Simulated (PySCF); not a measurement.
# SiO, PBE0: how much the basis matters

PySCF, UKS reference; singlet, unpaired electrons none; De to Si + O without counterpoise correction.

| basis | relativity | functions | Re (Å) | ωe (cm⁻¹) | De (eV) | μ (D) |
| --- | --- | --- | --- | --- | --- | --- |
| def2-SVP | no relativity | 32 | 1.523 | 1261 | 7.63 | -2.70 |
| 6-311G(d,p) | no relativity | 44 | 1.515 | 1270 | 7.57 | -2.86 |
| aug-cc-pV(D+d)Z/aug-cc-pVDZ | no relativity | 55 | 1.522 | 1227 | 7.66 | -3.14 |
| def2-TZVP | no relativity | 68 | 1.509 | 1276 | 7.90 | -3.05 |
| def2-TZVPP | no relativity | 73 | 1.508 | 1274 | 7.90 | -3.05 |
| def2-TZVPPD | no relativity | 88 | 1.508 | 1272 | 7.91 | -3.13 |

Task: How does each smaller set differ from the one with most functions, def2-TZVPPD?

Result: def2-SVP: +1.5 pm, -0.9 % in ωe, -0.28 eV in De; 6-311G(d,p): +0.7 pm, -0.2 % in ωe, -0.34 eV in De; aug-cc-pV(D+d)Z/aug-cc-pVDZ: +1.4 pm, -3.5 % in ωe, -0.25 eV in De; def2-TZVP: +0.1 pm, +0.3 % in ωe, -0.01 eV in De; def2-TZVPP: +0.0 pm, +0.2 % in ωe, -0.01 eV in De. All at PBE0; the set with most functions is neither the basis-set limit nor always the best.

A positive dipole means Si(−)O(+).
